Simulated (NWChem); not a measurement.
**Basis-set dependence for Al**

```
Al
```
Charge 0, spin multiplicity 2.

Everything below was run with NWChem.

Hartree-Fock energies in Ha, correlation energies in mHa.

The correlated methods keep 5 core orbitals frozen. The Pople sets run with spherical d functions. No SCF solution was tested for a lower state. Open-shell Hartree-Fock references start from PBE0 orbitals. No row is a measurement; the coupled-cluster row has its own basis-set and correlation limits.

```csv
basis,functions,UHF,UMP2,SCS-UMP2,URI-MP2,CCSD on ROHF,CCSD[T] on ROHF,CCSD(T) on ROHF,CCSD on UHF,CCSD[T] on UHF,CCSD(T) on UHF,CCSDT on ROHF
cc-pVDZ,18,-241.87351,-30.6,-34.9,-30.6,-50.3,-51.1,-51.1,-47.1,-47.8,-47.8,-51.5
6-311G**,26,-241.87215,-30.1,-34.6,not run,-46.6,-47.2,-47.2,-44.5,-45.1,-45.0,-47.4
cc-pVTZ,34,-241.87905,-35.9,-40.8,-35.9,-54.7,-56.1,-56.1,-51.0,-52.2,-52.2,-56.5
cc-pVQZ,59,-241.88041,-37.9,-43.2,-37.9,-55.7,-57.2,-57.2,-52.0,-53.3,-53.3,not run
```

From cc-pVTZ to cc-pVQZ the Hartree-Fock energy moves by -1.4 mHa and the UMP2 correlation energy by -2.1 mHa, which is 5 % of its value in the larger set.
